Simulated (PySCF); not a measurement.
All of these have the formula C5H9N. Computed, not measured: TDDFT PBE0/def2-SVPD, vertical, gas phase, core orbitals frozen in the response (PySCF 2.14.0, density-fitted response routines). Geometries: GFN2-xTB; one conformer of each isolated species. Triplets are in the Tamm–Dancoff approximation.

Problem. Rank by computed lowest singlet excitation energy, lowest first.
A. `C=C[C@@H]1N[C@@H]1C`
B. `N(=C/CC)/C=C`
C. `C=NCC1CC1`
D. `N(C=C)=C(C)C`

Solution. B (4.36 eV), D (4.55 eV), C (4.93 eV), A (5.72 eV).

```
             SMILES  S1 (eV)  f (S1)  LUMO (eV)  α (au)  first f ≥ 0.01 (nm)  T1 (eV)  S1 mainly
         C=C/N=C\CC     4.36   0.042      -0.61    71.0                  284     3.38  H→L (89%)
         C=CN=C(C)C     4.55   0.053      -0.36    71.9                  273     3.53  H→L (88%)
          C=NCC1CC1     4.93   0.001      -0.25    66.4                  174     4.06  H→L (99%)
C=C[C@@H]1N[C@@H]1C     5.72   0.123      -0.05    66.6                  217     4.19  H→L (94%)
```

H and L stand for HOMO and LUMO.

- `C=C/N=C\CC`: Löwdin shares by element: HOMO carbon 51% or more, nitrogen 34%; LUMO carbon 51% or more, nitrogen 24% (atoms not listed hold the other 25%).
- `C=CN=C(C)C`: Löwdin shares by element: HOMO carbon 52% or more, nitrogen 33% (atoms not listed hold the other 15%); LUMO carbon 51% or more, nitrogen 23% (atoms not listed hold the other 26%).
- `C=NCC1CC1`: Löwdin shares by element: HOMO nitrogen 59%, carbon 24% or more, hydrogen 6% or more; LUMO carbon 38% or more, nitrogen 36%, hydrogen 16% or more.
- `C=C[C@@H]1N[C@@H]1C`: Löwdin shares by element: HOMO carbon 38% or more, nitrogen 38% (atoms not listed hold the other 24%); LUMO carbon 70% or more, hydrogen 6% or more (atoms not listed hold the other 24%).
